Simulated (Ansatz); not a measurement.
Input file:

```yaml
crystal:
  periodic: [false, false, false]
  atoms:
    - {symbol: Zr, position_ang: [0.000000, -0.214772, -0.031012]}
    - {symbol: O, position_ang: [0.000000, 0.580889, -1.864363]}
    - {symbol: F, position_ang: [0.000000, 0.542072, 1.718971]}
basis:
  gaussian: {orbitals: def2-SVP}
total_charge: 1
magnetization: {spin_polarized: true, initial_magnetization: 2}
hamiltonian: {xc: {name: PBE}}
output: {orbitals: {seedname: orbitals}}
```

```sh
$ ansatz run in.yaml --threads 1 --pin off --events-out ev --progress --plain --max-ram 4096MiB --backend cpu
```

Output:

```
569 factors; their error is unknown
mean field evaluation 1: about -6006.5951 eV, gradient 7.3e1 eV
mean field evaluation 2: about -5525.8783 eV, gradient 2.4e2 eV
mean field evaluation 4: about -6026.1366 eV, gradient 1.8e1 eV
mean field evaluation 8: about -6027.8165 eV, gradient 4.5e-1 eV
mean field evaluation 16: about -6027.7949 eV, gradient 4.9e-4 eV
mean field evaluation 32: about -6027.7195 eV, gradient 1.0e0 eV
mean field evaluation 64: about -6027.7949 eV, gradient 1.1e-2 eV
mean field evaluation 96: about -6027.4528 eV, gradient 5.8e0 eV
mean field evaluation 128: about -6026.9001 eV, gradient 4.7e-1 eV
mean field -6027.79492437 eV, -221.5173776843 hartree, gradient 8.1e-6 eV, S^2 2.002554; 12 other end points of the search recorded, 0 dependent functions left out
reference -6027.79499347 eV, -221.5173802238 hartree; 15, 13 occupied and 44, 46 virtual orbitals, 569 factors
Total energy: -6027.79499347 eV, -221.5173802238 hartree
```

Ran on 1 thread of AMD EPYC 7R13, shared host: 14 s wall, 0.16 GiB peak host memory.
